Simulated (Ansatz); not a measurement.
# A relaxation, step by step

CH₆MgS, singlet, PBE0-D4/def2-TZVP (Ansatz 0.2.0). Settings:

```yaml
hamiltonian: {xc: pbe0, dispersion: d4}
relax: {f_tol: 0.005, max_steps: 200}
```

Start, a step off a saddle point along its unstable mode:

```
9
angstrom
Mg -0.2332 0.1878 -0.1374
H -0.6997 1.8858 -0.9485
C 0.2301 -0.6433 1.7407
H -0.6741 1.2763 -1.6270
S -0.4632 -0.2539 -2.5079
H 1.3168 -0.7913 1.8209
H -0.0723 -0.0475 2.5917
H -0.2352 -1.6387 1.8116
H 0.8309 0.0247 -2.7441
```

```json
{"step": "1", "energy less the last (meV)": "815.5", "largest force component (eV/Å)": "1.123"}
{"step": "3", "energy less the last (meV)": "326.5", "largest force component (eV/Å)": "0.733"}
{"step": "5", "energy less the last (meV)": "137.1", "largest force component (eV/Å)": "1.444"}
{"step": "7", "energy less the last (meV)": "18.7", "largest force component (eV/Å)": "0.152"}
{"step": "9", "energy less the last (meV)": "8.0", "largest force component (eV/Å)": "0.043"}
{"step": "11", "energy less the last (meV)": "5.7", "largest force component (eV/Å)": "0.081"}
{"step": "13", "energy less the last (meV)": "4.4", "largest force component (eV/Å)": "0.075"}
{"step": "15", "energy less the last (meV)": "3.2", "largest force component (eV/Å)": "0.080"}
{"step": "17", "energy less the last (meV)": "2.1", "largest force component (eV/Å)": "0.078"}
{"step": "19", "energy less the last (meV)": "1.0", "largest force component (eV/Å)": "0.050"}
{"step": "21 (rejected trial)", "energy less the last (meV)": "4.1", "largest force component (eV/Å)": "0.288"}
{"step": "23", "energy less the last (meV)": "0.2", "largest force component (eV/Å)": "0.009"}
{"step": "25", "energy less the last (meV)": "0.1", "largest force component (eV/Å)": "0.009"}
{"step": "27", "energy less the last (meV)": "0.0", "largest force component (eV/Å)": "0.010"}
{"step": "29", "energy less the last (meV)": "0.0", "largest force component (eV/Å)": "0.003"}
{"step": "30", "energy less the last (meV)": "0.0", "largest force component (eV/Å)": "0.001"}
```

Step 13, positions (Å) and forces (eV/Å):

```csv
atom,x,y,z,Fx,Fy,Fz
Mg1,-0.055,-0.585,-0.477,-0.004,-0.002,0.002
H2,-0.509,1.974,-0.281,0.015,0.003,0.043
C3,0.174,-0.592,1.585,0.010,-0.026,0.050
H4,-0.664,1.841,-1.003,-0.012,-0.002,-0.049
S5,-0.285,-0.876,-2.755,0.075,0.072,-0.008
H6,1.223,-0.461,1.873,-0.050,-0.003,-0.010
H7,-0.397,0.209,2.069,0.019,-0.031,-0.023
H8,-0.162,-1.539,2.024,0.022,0.055,-0.023
H9,0.676,0.029,-3.036,-0.075,-0.066,0.018
```

Step 15, positions (Å) and forces (eV/Å):

```tsv
atom	x	y	z	Fx	Fy	Fz
Mg1	-0.063	-0.593	-0.471	0.006	0.001	-0.004
H2	-0.434	1.958	-0.296	-0.005	-0.003	-0.033
C3	0.161	-0.594	1.591	0.012	0.010	0.068
H4	-0.605	1.840	-1.019	0.008	0.005	0.035
S5	-0.287	-0.893	-2.748	0.028	0.029	-0.015
H6	1.196	-0.378	1.885	-0.080	-0.014	-0.018
H7	-0.477	0.157	2.073	0.044	-0.057	-0.028
H8	-0.099	-1.567	2.026	0.019	0.062	-0.020
H9	0.608	0.069	-3.041	-0.033	-0.032	0.014
```

Step 19, positions (Å) and forces (eV/Å):

```tsv
atom	x	y	z	Fx	Fy	Fz
Mg1	-0.074	-0.612	-0.471	0.004	0.006	-0.004
H2	-0.294	1.945	-0.292	0.000	-0.001	-0.003
C3	0.134	-0.593	1.592	0.008	0.002	0.042
H4	-0.489	1.852	-1.012	0.003	0.001	0.005
S5	-0.306	-0.928	-2.745	0.007	0.009	-0.009
H6	1.113	-0.202	1.896	-0.050	-0.017	-0.012
H7	-0.627	0.034	2.071	0.034	-0.032	-0.017
H8	0.043	-1.597	2.020	0.005	0.046	-0.013
H9	0.502	0.101	-3.058	-0.012	-0.014	0.012
```

Last step (30):

```xyz
9
angstrom
Mg -0.0988 -0.6176 -0.4752
H -0.1762 1.9334 -0.2779
C 0.1095 -0.5891 1.5883
H -0.3757 1.8690 -0.9997
S -0.3564 -0.9406 -2.7450
H 1.0009 -0.0330 1.8967
H -0.7499 -0.1144 2.0729
H 0.1997 -1.5968 2.0050
H 0.4468 0.0890 -3.0651
```

The run took about 39 s on 2 CPU threads of an Intel Xeon 6975P-C (shared host).
